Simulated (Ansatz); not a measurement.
**The fluorine atom (doublet): the correlation ladder, aug-cc-pVDZ**

Aim: climb from Hartree-Fock through coupled cluster and multireference methods for the fluorine atom (doublet) at one geometry and basis, and see what each rung misses.

The runs use Ansatz 0.2.0, Gaussian basis; aug-cc-pVDZ, core rule «outside noble gas», up to 1 orbitals frozen.

The runs, in order: UHF; CCSD(T) on ROHF; CCSD(T) on UHF; BCCD(T) on ROHF; CISD; CCSDT(Q) on ROHF; CCSDT(Q) on UHF; CISDTQ; CASSCF and MRCISD+Q, 7 electrons in 4 orbitals; CASSCF and MRCISD+Q(relaxed), 7 electrons in 4 orbitals; CASSCF and NEVPT4(SD), 7 electrons in 4 orbitals; CASSCF and NEVPT2, 7 electrons in 4 orbitals.

### Step 1. The atom

A free atom, in its lowest state of this spin that the program finds.

1 atom, charge 0, spin multiplicity 2.

### Step 2. UHF

in.yaml

```yaml
crystal:
  periodic: [false, false, false]
  atoms:
    - {symbol: F, position_ang: [0.000000, 0.000000, 0.000000]}
basis:
  gaussian: {orbitals: aug-cc-pVDZ}
magnetization: {spin_polarized: true, initial_magnetization: 1}
hamiltonian: {xc: hf}
output: {orbitals: {seedname: orbitals}}
```

The run is started by

```sh
> ansatz run in.yaml --threads 1 --pin off --events-out ev --progress --plain --max-ram 2393MiB
```

After this run come: CCSD(T) on ROHF; CCSD(T) on UHF; BCCD(T) on ROHF; CISD; CCSDT(Q) on ROHF; CCSDT(Q) on UHF; CISDTQ; CASSCF and MRCISD+Q, 7 electrons in 4 orbitals; CASSCF and MRCISD+Q(relaxed), 7 electrons in 4 orbitals; CASSCF and NEVPT4(SD), 7 electrons in 4 orbitals; CASSCF and NEVPT2, 7 electrons in 4 orbitals.

Q: Predict the results of all the runs planned. Wanted: UCCSDT(Q) below the RHF energy; RMP2 from UCCSDT(Q); UMP2 from UCCSDT(Q); RCCSD from UCCSDT(Q); RCCSD(T) from UCCSDT(Q); UCCSD(T) from UCCSDT(Q); RCCSDT(Q) from UCCSDT(Q); NEVPT2 valence from UCCSDT(Q); NEVPT4(SD) valence from UCCSDT(Q).

As calculated:

| quantity | value |
| --- | --- |
| UCCSDT(Q) below the RHF energy | -4.7153 eV |
| RMP2 from UCCSDT(Q) | +395.3 meV |
| UMP2 from UCCSDT(Q) | +398.8 meV |
| RCCSD from UCCSDT(Q) | +72.5 meV |
| RCCSD(T) from UCCSDT(Q) | +8.5 meV |
| UCCSD(T) from UCCSDT(Q) | +7.8 meV |
| RCCSDT(Q) from UCCSDT(Q) | +1.1 meV |
| NEVPT2 valence from UCCSDT(Q) | +902.5 meV |
| NEVPT4(SD) valence from UCCSDT(Q) | +83.3 meV |
| MRCISD+Q valence from UCCSDT(Q) | +15.4 meV |
| levels within 1 kcal/mol (43 meV) | RCCSD(T), UCCSD(T), BCCD(T), RCCSDT, UCCSDT, CISDTQ, RCCSDT(Q), MRCISD+Q valence, MRCISD+Q(relaxed) valence |
| T1 diagnostic | 0.013 |
| effectively unpaired electrons | 1.00 |

**Reading.** RCCSD(T) lands +8.5 meV from the yardstick (0.2 % of the correlation energy). One determinant dominates. Of the multireference levels listed MRCISD+Q valence comes nearest in total energy (+15.4 meV), which doesn't show that its space is the better one. These misses are within one basis, not against nature; the frozen cores of restricted and unrestricted runs differ, which can shift their rows.
